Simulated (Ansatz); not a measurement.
# CCSD(T) forces

MgSiH₄O (SMILES [MgH][O][SiH3]), closed shell, displaced at random from a GFN2-xTB minimum.

```
7
angstrom
Mg -1.8205 -0.9099 -0.6552
O -0.4709 -0.1397 -0.0971
Si 1.0237 0.4528 0.3775
H -3.6550 -1.3758 -0.8725
H 1.7185 0.9858 -1.0549
H 0.6035 1.2435 1.0281
H 1.9667 -0.4469 0.7816
```

Program: Ansatz 0.2.0. Basis: def2-TZVPP. Cores are frozen in the correlated methods. The outer core shell of Li, Na, Mg and K is correlated. The def2 sets are not built for correlating such inner shells, so the correlated values are less sure here.

CCSD(T) forces from the calculation:
```json
{"atom": "Mg1", "Fx": "-4.847", "Fy": "-1.987", "Fz (eV/Å)": "-1.335"}
{"atom": "O2", "Fx": "4.598", "Fy": "1.210", "Fz (eV/Å)": "1.460"}
{"atom": "Si3", "Fx": "2.755", "Fy": "-9.548", "Fz (eV/Å)": "-13.863"}
{"atom": "H4", "Fx": "1.372", "Fy": "0.222", "Fz (eV/Å)": "0.050"}
{"atom": "H5", "Fx": "-0.712", "Fy": "-0.332", "Fz (eV/Å)": "1.979"}
{"atom": "H6", "Fx": "-4.827", "Fy": "12.272", "Fz (eV/Å)": "10.372"}
{"atom": "H7", "Fx": "1.661", "Fy": "-1.838", "Fz (eV/Å)": "1.337"}
```

Root-mean-square difference of the force components from those of CCSD(T): PBE0-D4 0.065; wB97M-V 0.083; r2SCAN-D4 0.054; PBE-D4 0.166; B97M-V 0.201; LC-wPBE 0.047 eV/Å.

No T1 diagnostic of these runs exceeds 0.012. These are differences at one structure, and CCSD(T) in triple zeta is itself an approximation.

For scale, one of the runs: CCSD(T)/def2-TZVPP forces, 161 basis functions (an equivalent command: `ansatz run in.yaml --threads 4`). The run took 65 s on 4 CPU threads (shared host), with 2.4 GiB of host memory at its peak.
